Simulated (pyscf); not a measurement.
HO–Zn–OH + H₂S → HO–Zn–O–SH + hydrogen (H₂), a four-centre exchange (singlet surface; H–O, H–S broken, O–S, H–H formed). Single points on ωB97X-D3(BJ)/def2-SVP structures (PySCF, gas phase). Energies in kcal/mol from the separated reactants.

Small-basis levels: PySCF, no dispersion term, spherical d functions. AM1 to PM7: differences of heats of formation from MOPAC, which are fitted to 298 K values and so differ in kind from electronic energies by zero-point and thermal terms. Cost: rough CPU time at the saddle relative to B3LYP/6-31G*+LANL2DZ, from one job on a shared machine.

```json
[
 {"level": "HF/3-21G", "barrier": "132.6", "reaction energy": "+32.1", "cost": "0.06"},
 {"level": "MP2/6-31G*+LANL2DZ", "barrier": "99.2", "reaction energy": "+29.4", "cost": "0.1"},
 {"level": "BP86/6-31G*+LANL2DZ", "barrier": "73.6", "reaction energy": "+29.0", "cost": "1"},
 {"level": "PBE/6-31G*+LANL2DZ", "barrier": "[?]", "reaction energy": "+29.0", "cost": "2"},
 {"level": "B3LYP/LANL2DZ", "barrier": "107.5", "reaction energy": "+42.5", "cost": "0.6"},
 {"level": "M06-2X/6-31G*+LANL2DZ", "barrier": "85.5", "reaction energy": "+29.5", "cost": "2"},
 {"level": "B3LYP/def2-SVP", "barrier": "85.4", "reaction energy": "+35.4", "cost": "0.8"},
 {"level": "PM3", "barrier": "64.7", "reaction energy": "-4.4", "cost": "under 0.02"},
 {"level": "PM7", "barrier": "[?]", "reaction energy": "-6.9", "cost": "under 0.02"},
 {"level": "ωB97M-D3(BJ)/def2-TZVP", "barrier": "[?]", "reaction energy": "+35.9", "cost": "–"}
]
```

Q: Some entries are withheld; supply them.

A: 
- PBE/6-31G*+LANL2DZ, barrier: 71.8
- PM7, barrier: 55.8
- ωB97M-D3(BJ)/def2-TZVP, barrier: 87.9

Against the last row the barrier runs from -32.1 (PM7) to +44.7 kcal/mol (HF/3-21G). ωB97M-D3(BJ)/def2-TZVP has limits of its own. On the reactant side the descent ends in an adduct with a S–Zn contact (not fully relaxed), 10.6 kcal/mol under the separated species and 98.0 kcal/mol under the saddle at ωB97X-D3(BJ)/def2-TZVP. The same reactants have a lower exit, to H₂O + HO–Zn–SH (barrier -2.7 kcal/mol at ωB97M-D3(BJ)/def2-TZVP, against +87.9 kcal/mol here). This is the saddle that the search found; another between the same sides may lie lower. In the def2 sets elements up to Kr have no core potential.
